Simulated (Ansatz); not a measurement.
What each rung costs, and what it gives

Saddle point of SiNH7O, singlet (SiNH₅O ([NH2][SiH2][OH]) + H₂ → SiNH₅ ([NH2][SiH3]) + H₂O; bonds formed: Si1–H7, O2–H6; bonds broken: Si1–O2, H6–H7), PBE0-D4/def2-TZVP structure:

```xyz
10
angstrom
Si -0.1772 -0.5577 0.1321
O 1.4528 0.3882 -0.0916
H 0.3072 -1.7802 -0.5476
H -1.3127 -0.9488 1.0246
N -1.0313 0.6430 -0.7599
H 1.3769 -0.1079 0.9981
H 0.7678 -0.7015 1.6085
H 1.3276 1.3434 -0.0372
H -0.6740 1.0807 -1.5931
H -2.0371 0.6409 -0.7338
```

Barriers are electronic and count from the start structure reached by relaxing down the imaginary mode.

Computed with Ansatz 0.2.0 (basis: as named in each row); correlated methods freeze the cores. B3LYP uses VWN-RPA correlation. Extrapolation: Hartree–Fock as exp(−7.88 √X), correlation as X^−2.97.

Times are rough, for one single point on 2 threads of a shared host (Arm Neoverse N1).

The estimate by CCSD(T) at an estimated basis limit (MP2 extrapolated from triple and quadruple zeta, plus CCSD(T) − MP2 in triple zeta) is 56.47 kcal/mol.

```json
{"method": "HF", "basis": "STO-3G", "time (s)": "under 1", "barrier (kcal/mol)": "85.25", "method less estimate": "28.78"}
{"method": "PBE-D4", "basis": "STO-3G", "time (s)": "under 1", "barrier (kcal/mol)": "43.11", "method less estimate": "-13.36"}
{"method": "SPW92", "basis": "def2-SVP", "time (s)": "under 1", "barrier (kcal/mol)": "34.24", "method less estimate": "-22.24"}
{"method": "B3LYP-D4", "basis": "6-31G", "time (s)": "1", "barrier (kcal/mol)": "54.04", "method less estimate": "-2.44"}
{"method": "PBE-D4", "basis": "def2-SVP", "time (s)": "1", "barrier (kcal/mol)": "42.54", "method less estimate": "-13.93"}
{"method": "PBE0-D4", "basis": "def2-SVP", "time (s)": "2", "barrier (kcal/mol)": "46.80", "method less estimate": "-9.67"}
{"method": "SPW92", "basis": "def2-TZVPP", "time (s)": "2", "barrier (kcal/mol)": "38.16", "method less estimate": "-18.31"}
{"method": "PBE-D4", "basis": "def2-TZVPP", "time (s)": "4", "barrier (kcal/mol)": "46.73", "method less estimate": "-9.75"}
{"method": "BLYP-D4", "basis": "def2-TZVPP", "time (s)": "4", "barrier (kcal/mol)": "52.76", "method less estimate": "-3.71"}
{"method": "CCSD(T)", "basis": "def2-SVP", "time (s)": "4", "barrier (kcal/mol)": "54.68", "method less estimate": "-1.79"}
{"method": "BHLYP-D4", "basis": "def2-TZVPP", "time (s)": "4", "barrier (kcal/mol)": "59.63", "method less estimate": "3.16"}
{"method": "PBE0-D4", "basis": "def2-TZVPP", "time (s)": "5", "barrier (kcal/mol)": "50.51", "method less estimate": "-5.96"}
{"method": "B3LYP-D4", "basis": "def2-TZVPP", "time (s)": "5", "barrier (kcal/mol)": "55.15", "method less estimate": "-1.32"}
{"method": "CAM-B3LYP-D4", "basis": "def2-TZVPP", "time (s)": "6", "barrier (kcal/mol)": "55.58", "method less estimate": "-0.89"}
{"method": "r2SCAN-D4", "basis": "def2-TZVPP", "time (s)": "7", "barrier (kcal/mol)": "50.72", "method less estimate": "-5.75"}
{"method": "wB97M-V", "basis": "def2-SVP", "time (s)": "8", "barrier (kcal/mol)": "49.23", "method less estimate": "-7.24"}
{"method": "B2PLYP", "basis": "def2-TZVPP", "time (s)": "8", "barrier (kcal/mol)": "56.48", "method less estimate": "0.00"}
{"method": "r2SCAN0-D4", "basis": "def2-TZVPP", "time (s)": "8", "barrier (kcal/mol)": "53.18", "method less estimate": "-3.30"}
{"method": "PBE-QIDH", "basis": "def2-TZVPP", "time (s)": "8", "barrier (kcal/mol)": "54.13", "method less estimate": "-2.34"}
{"method": "RPA on PBE", "basis": "def2-TZVPP", "time (s)": "8", "barrier (kcal/mol)": "55.76", "method less estimate": "-0.72"}
{"method": "wB97X-V", "basis": "def2-TZVPP", "time (s)": "13", "barrier (kcal/mol)": "54.98", "method less estimate": "-1.49"}
{"method": "wB97M-V", "basis": "def2-TZVPP", "time (s)": "14", "barrier (kcal/mol)": "54.25", "method less estimate": "-2.22"}
{"method": "B97M-V", "basis": "def2-TZVPP", "time (s)": "15", "barrier (kcal/mol)": "52.68", "method less estimate": "-3.79"}
{"method": "MP2", "basis": "def2-QZVPP", "time (s)": "32", "barrier (kcal/mol)": "56.29", "method less estimate": "-0.19"}
{"method": "CCSD(T)", "basis": "def2-TZVPP", "time (s)": "100", "barrier (kcal/mol)": "56.27", "method less estimate": "-0.21"}
```

All methods are single points on the PBE0-D4 structures.

No T1 diagnostic of these runs exceeds 0.012.

Labels in which every atom is bracketed show which atoms are joined, not bond orders.
